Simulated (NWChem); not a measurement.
# Li, doublet

Results from NWChem. Pople sets run with spherical d functions. Spin-unrestricted. No stability test was run on the SCF state. Fermi-contact couplings, non-relativistic, static geometry.

For level BHandHLYP/6-31G*:

```
Property                 Value
-----------------------  -----
A(iso) 7Li atom 1 (MHz)    362
```

Problem. Estimate the same quantities for level PBE/def2-TZVP.

Solution. 
| Quantity | Value |
|---|---|
| A(iso) 7Li atom 1 (MHz) | 392 |
